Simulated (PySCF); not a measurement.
How far each method lies from RCCSDT(Q) for SbH₂⁻, singlet

Geometry: a PBE0/def2-TZVPD stationary point for this spin, not checked as a minimum.

```xyz
3

Sb    0.0000   -0.0198    0.0000
H     0.0000    1.1955    1.2291
H     0.0000    1.1955   -1.2291
```

Basis def2-SVPD with its core potentials; PySCF 2.14.0. Only valence electrons are correlated (noble-gas cores and the filled d shells of p-block atoms frozen), which leaves 8 electrons in 39 orbitals. R marks a restricted (for open shells ROHF) determinant. No spin–orbit coupling is included; scalar relativity enters through the core potentials alone.

Full CI isn't at hand for all of this; RCCSDT(Q) serves as the reference, and is uncertain by the last step of the cluster series or more.

- T1 diagnostic (ROHF- or RHF-based CCSD): 0.0144
- largest doubles amplitude (ROHF- or RHF-based CCSD): 0.056

| level | E − E(RHF) (eV) |
| --- | --- |
| RMP2 | -3.1468 |
| RCCSD | -3.8040 |
| RCCSD(T) | -3.9173 |

**Question.** Estimate how far RCCSDT(Q) in def2-SVPD lies from RCCSD(T). The table doesn't fix it; the size of (T) and the diagnostics are the guide.

**Answer.** RCCSDT(Q) in def2-SVPD lies 0.59 kcal/mol below RCCSD(T), which is 22 % of the (T) step (-2.61 kcal/mol). The diagnostics are small and one determinant leads, so the series closes fast and only a small part of (T) is left.

The other levels:

```csv
level,E − E(RCCSDT(Q)) (kcal/mol),share of correlation (%),wall time
RCCSDT,0.15,99.84,–
```

The correlation energy at RCCSDT(Q), counted from RHF, is -3.943 eV. That run took 40 s on 1 thread of Arm Neoverse V2, shared host.

Times are those of the correlated step on a shared host, with one SCF added for the restricted CCSD run; they ran on 1 thread of Arm Neoverse V2.
